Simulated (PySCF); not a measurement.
# SiNH4 (SMILES N[SiH2]) at 6 levels

Aim: a comparison of 6 runs (UB2PLYP/STO-6G, UM06-2X/STO-6G, UPBE/STO-6G, UCCSDT/STO-6G, ROCCSD(T)/STO-6G, FCI/STO-6G) of SiNH4. Input form: a Python script.

The calculation is run with PySCF 2.14.0.

4 further runs of the same task are left out: 4 set aside as unsound or not needed.

### Step 1. The structure to begin with

The species is SiNH4 (6 atoms), meant as a doublet with charge 0. As SMILES, `N[SiH2]`. The N1–H4 distance was set to 2.217 Å, away from the relaxed value. At this shape a bond of the SMILES string is far longer than usual.

Bond lengths: N1–Si2 1.725 Å, N1–H3 1.008 Å, Si2–H5 1.493 Å, Si2–H6 1.493 Å. Angles: N1–Si2–H5 107.3°, N1–Si2–H6 107.3°, Si2–N1–H3 119.9°, H5–Si2–H6 110.5°.

### Step 2. The energy at UB2PLYP/STO-6G (run 1)

calc.py reads:

```python
from pyscf import gto, dft, mp

system = gto.Mole()
system.atom = '''
N        0.467268      -0.283891      -0.899154
Si       0.836968       1.394909      -0.758454
H        1.094568      -0.896291      -1.396454
H       -0.503600      -1.346500       0.787600
H        1.186968       1.887409      -2.124154
H       -0.392032       2.078509      -0.255754
'''
system.max_memory = 1860
system.basis = 'sto-6g'
system.spin = 1
system.charge = 0
system.verbose = 3
system.build()

ks = dft.UKS(system)
ks.xc = '0.53*HF + 0.47*B88, 0.73*LYP'
ks.grids.level = 5
ks.conv_tol = 1e-10
ks.kernel()
if not ks.converged:
    ks = ks.newton().run(ks.mo_coeff, ks.mo_occ)

pt = mp.MP2(ks, frozen=6).run()
e_tot = ks.e_tot + 0.27 * pt.e_corr
print('PT2 part  %.8f' % (0.27 * pt.e_corr))
print('E(%s) = %.9f' % ('B2PLYP', e_tot))
```

Run with:

```console
$ OMP_NUM_THREADS=1 python calc.py
```

The program printed:

```text
WARN: HOMO -0.124596632604343 >= LUMO -0.124596632604344

converged SCF energy = -344.87303074289  <S^2> = 0.76196343  2S+1 = 2.0119279
E(UMP2) = -345.061033658137  E_corr = -0.18800291524683
E(SCS-UMP2) = -345.074200668466  E_corr = -0.20116992557583
PT2 part  -0.05076079
E(B2PLYP) = -344.923791530
```

Run time: 9.3 s. Hardware: 1 thread of Arm Neoverse V1, shared host; peak memory 0.2 GiB.

### Step 3. A single-point energy at UM06-2X/STO-6G (run 2)

run.py reads:

```python
from pyscf import gto, dft

system = gto.M(
    atom=[
    ('N', (0.467268, -0.283891, -0.899154)),
    ('Si', (0.836968, 1.394909, -0.758454)),
    ('H', (1.094568, -0.896291, -1.396454)),
    ('H', (-0.503600, -1.346500, 0.787600)),
    ('H', (1.186968, 1.887409, -2.124154)),
    ('H', (-0.392032, 2.078509, -0.255754)),
],
    spin=1,
    max_memory=1860,
    basis='sto-6g',
    charge=0,
    verbose=3,
)

mf = dft.UKS(system, xc='m06-2x')
mf.grids.level = 5
mf.conv_tol = 1e-10
mf.kernel()
if not mf.converged:
    mf = mf.newton().run(mf.mo_coeff, mf.mo_occ)

etot = mf.e_tot
print('E(%s) = %.9f' % ('M06-2X', etot))
```

Run with:

```console
$ OMP_NUM_THREADS=1 python run.py
```

The program printed:

```text
converged SCF energy = -345.080133524506  <S^2> = 0.75235547  2S+1 = 2.0023541
E(M06-2X) = -345.080133525
```

Run time: 11 s. Hardware: 1 thread of Arm Neoverse V1, shared host; peak memory 0.21 GiB.

Run 3 isn't shown in full; the table further down has it.

### Step 4. A single-point energy at UCCSDT/STO-6G (run 4)

run.py reads:

```python
from pyscf import gto, scf, cc

molecule = gto.M(
    atom=[
    ('N', (0.467268, -0.283891, -0.899154)),
    ('Si', (0.836968, 1.394909, -0.758454)),
    ('H', (1.094568, -0.896291, -1.396454)),
    ('H', (-0.503600, -1.346500, 0.787600)),
    ('H', (1.186968, 1.887409, -2.124154)),
    ('H', (-0.392032, 2.078509, -0.255754)),
],
    verbose=3,
    spin=1,
    max_memory=1860,
    basis='sto-6g',
)

myscf = scf.UHF(molecule)
myscf.conv_tol = 1e-10
myscf.kernel()
if not myscf.converged:
    myscf = myscf.newton().run(myscf.mo_coeff, myscf.mo_occ)

mycc = cc.CCSDT(myscf, frozen=6)
mycc.kernel()
e_final = mycc.e_tot
print('E = %.10f Eh' % e_final)
```

Run with:

```console
$ OMP_NUM_THREADS=1 python run.py
```

The program printed:

```text
converged SCF energy = -344.231349268648  <S^2> = 0.75126222  2S+1 = 2.0012618
_make_eris_incore_UCCSDT

WARN: A large `blksize_v_aaa` is being used, which may cause large memory consumption
      for storing contraction intermediates. If memory is sufficient, consider using
      `pyscf.cc.uccsdt_highm.UCCSDT` instead.

WARN: A large `blksize_v_aab` is being used, which may cause large memory consumption
      for storing contraction intermediates. If memory is sufficient, consider using
      `pyscf.cc.uccsdt_highm.UCCSDT` instead.

UCCSDT converged
E(UCCSDT) = -344.4066183852736   E_corr = -0.175269116625289
E_corr(same-spin) = -0.011937031341258
E_corr(oppo-spin) = -0.163332085284031
E = -344.4066183853 Eh
```

Run time: 4.2 s. Hardware: 1 thread of Arm Neoverse V1, shared host; peak memory 0.11 GiB.

Run 5 isn't shown in full; the table further down has it.

### Step 5. The energy at FCI/STO-6G (run 6)

run.py reads:

```python
from pyscf import gto, mcscf

system = gto.M(
    atom=[
    ('N', (0.467268, -0.283891, -0.899154)),
    ('Si', (0.836968, 1.394909, -0.758454)),
    ('H', (1.094568, -0.896291, -1.396454)),
    ('H', (-0.503600, -1.346500, 0.787600)),
    ('H', (1.186968, 1.887409, -2.124154)),
    ('H', (-0.392032, 2.078509, -0.255754)),
],
    verbose=4,
    charge=0,
    basis='sto-6g',
    spin=1,
    max_memory=1860,
)

myscf = system.ROHF()
myscf.conv_tol = 1e-10
myscf.kernel()
if not myscf.converged:
    myscf = myscf.newton().run(myscf.mo_coeff, myscf.mo_occ)

cas = mcscf.CASCI(myscf, myscf.mo_coeff.shape[-1] - 6, (system.nelec[0] - 6, system.nelec[1] - 6))  # full CI above the frozen core
cas.fix_spin_(ss=0.75)
cas.kernel()
e_tot = cas.e_tot
print('E = %.10f Eh' % e_tot)
```

Run with:

```console
$ OMP_NUM_THREADS=1 python run.py
```

The program printed:

```text
PySCF version 2.14.0

[... 74 lines left out ...]
converged SCF energy = -344.23135023114
[... 1 line left out ...]
******** <class 'pyscf.mcscf.casci.CASCI'> ********
CAS (7e+6e, 12o), ncore = 6, nvir = 0
natorb = False
canonicalization = True
sorting_mo_energy = False
******** <class 'pyscf.fci.addons.SpinPenaltyFCISolver'> ********
max. cycles = 200
conv_tol = 1e-08
davidson only = True
linear dependence = 1e-12
level shift = 0.001
max iter space = 12
nroots = 1
pspace_size = 400
spin = None
Density matrix diagonal elements [1.98530802 1.9766413  1.97045964 1.96319704 1.96051796 1.73227542
 1.000025   0.28748025 0.03313809 0.03174237 0.03414282 0.02507212]
CASCI converged
CASCI E = -344.407613464902  E(CI) = -32.7605043295682  S^2 = 0.7500000
E = -344.4076134649 Eh
```

Wall time 44 s (1 thread of Arm Neoverse V1, shared host); peak memory 0.28 GiB.

### Step 6. All runs side by side

| run | level | frozen core orbitals | integration grid | energy (Eh) | dipole moment (D) of the reference | HOMO energy (eV) | LUMO energy (eV) | wall time |
| --- | --- | --- | --- | --- | --- | --- | --- | --- |
| 1 | UB2PLYP/STO-6G | 6 | 5 | -344.923792 | 2.46 | -4.65 | 1.92 | 9.3 s |
| 2 | UM06-2X/STO-6G | – | 5 | -345.080134 | 2.53 | -4.55 | 1.47 | 11 s |
| 3 | UPBE/STO-6G | – | 5 | -344.936929 | 2.41 | -1.42 | -0.50 | 9.3 s |
| 4 | UCCSDT/STO-6G | 6 | – | -344.406618 | 2.29 | -6.68 | 4.64 | 4.2 s |
| 5 | ROCCSD(T)/STO-6G | 6 | – | -344.406285 | 2.29 | – | – | 1.2 s |
| 6 | FCI/STO-6G | 6 | – | -344.407613 | 2.29 | – | – | 44 s |

### Step 7. Results

| quantity | value |
| --- | --- |
| run 6: total energy | -344.40761 Eh |
| run 6: dipole moment (Hartree–Fock density) | 2.29 D |
| run 6: correlation energy (6 core orbitals frozen) | -176.3 mEh |

**Reading.** Against full CI in this basis: UCCSDT +1.0 mEh; ROCCSD(T) +1.3 mEh. Over runs 1, 2, 3 the dipole moment (its size) runs from 2.41 D (UPBE/STO-6G) to 2.53 D (UM06-2X/STO-6G). Totals of different functionals can't be ranked against each other. In runs 1, 2, 3, 4, 5, 6 the basis is minimal, so the values are rough. All runs together took 79 s, the longest 44 s.
